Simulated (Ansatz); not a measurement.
**ClFO2S: vertical ionisation energy**

The task here is to estimate one member of a computed series from the others.

Computed with Ansatz 0.2.0, Gaussian basis. Level: unrestricted cation, the program's frozen cores in correlated methods.

Levels to be run: UKS PBE-D4/def2-TZVPP; UKS r2SCAN-D4/def2-TZVPP; UKS PBE0-D4/def2-TZVPP; UKS B3LYP-D4/def2-TZVPP; UKS wB97X-V/def2-TZVPP; UKS wB97M-V/def2-TZVPP; UKS B2PLYP/def2-TZVPP; UHF-CCSD(T)/def2-TZVPP; UHF-MP2/def2-QZVPP; extrapolation to the limit; then −ε(HOMO) from the neutral's earlier runs with LDA (SPW92), PBE-D4, revPBE-D4, BLYP-D4, r2SCAN-D4, B97M-V, PBE0-D4, B3LYP-D4, r2SCANh-D4, r2SCAN0-D4, HSE06-D4, BHLYP-D4, CAM-B3LYP-D4, LC-ωPBE, ωB97X-V, ωB97M-V.

## Structure used throughout

All runs share one geometry, relaxed beforehand with PBE0-D4 in a triple-zeta def2 set.

SMILES `O=S(=O)(F)Cl`, 5 atoms, charge 0, spin multiplicity 1.

Atoms are counted from 1 here; the program's logs count them from 0.

Bond lengths: O1–S2 1.410 Å, S2–O3 1.410 Å, S2–F4 1.551 Å, S2–Cl5 1.995 Å. Angles: O1–S2–O3 123.8°, O1–S2–F4 107.1°, O1–S2–Cl5 108.9°, O3–S2–F4 107.1°, O3–S2–Cl5 108.9°, F4–S2–Cl5 97.8°.

As a file:

```xyz
5
ClFO2S
O    -0.1235   -0.1627    1.5030
S     0.1002   -0.1451    0.1112
O     1.1580   -0.8290   -0.5221
F    -1.2147   -0.6087   -0.5684
Cl    0.0799    1.7455   -0.5237
```

The first run:

Input file in.yaml:

```yaml
crystal:
  periodic: [false, false, false]
  atoms:
    - {symbol: O, position_ang: [-0.123497, -0.162692, 1.503039]}
    - {symbol: S, position_ang: [0.100211, -0.145145, 0.111166]}
    - {symbol: O, position_ang: [1.158043, -0.828959, -0.522123]}
    - {symbol: F, position_ang: [-1.214700, -0.608716, -0.568407]}
    - {symbol: Cl, position_ang: [0.079933, 1.745522, -0.523686]}
basis:
  gaussian: {orbitals: def2-TZVPP}
total_charge: 1
magnetization: {spin_polarized: true, initial_magnetization: 1}
hamiltonian: {xc: pbe, dispersion: d4}
```

Command:

```sh
> ansatz run in.yaml --threads 4 --pin off --events-out ev --progress --plain --max-ram 10444MiB
```

Steps of the session up to this table: Cation, UKS PBE-D4/def2-TZVPP; Cation, UKS r2SCAN-D4/def2-TZVPP; Cation, UKS PBE0-D4/def2-TZVPP; Cation, UKS B3LYP-D4/def2-TZVPP; Cation, UKS wB97X-V/def2-TZVPP; Cation, UKS wB97M-V/def2-TZVPP; Cation, UKS B2PLYP (frozen core)/def2-TZVPP; Cation, UHF-CCSD(T)/def2-TZVPP; Cation, UHF-MP2/def2-QZVPP.

One table of the session follows, with a row left open; its other results are not shown here.

It belongs to the step «Ionisation energies side by side». For comparison, −ε(HOMO) of the neutral from earlier runs:

| functional | −ε(HOMO) (eV) |
| --- | --- |
| LDA (SPW92) | 8.61 |
| PBE-D4 | 8.40 |
| revPBE-D4 | 8.32 |
| BLYP-D4 | 8.27 |
| r2SCAN-D4 | 8.80 |
| B97M-V | 8.89 |
| PBE0-D4 | 10.02 |
| B3LYP-D4 | 9.74 |
| r2SCANh-D4 | 9.40 |
| r2SCAN0-D4 | 10.30 |
| HSE06-D4 | 9.62 |
| BHLYP-D4 | 11.54 |
| CAM-B3LYP-D4 | 11.47 |
| LC-ωPBE | 12.86 |
| ωB97X-V | ? |
| ωB97M-V | 12.34 |

Q: Estimate the row for ωB97X-V from the others.

The run gave: −ε(HOMO) (eV): 12.47. In the column «−ε(HOMO) (eV)» it lies between ωB97M-V (12.34) and LC-ωPBE (12.86).
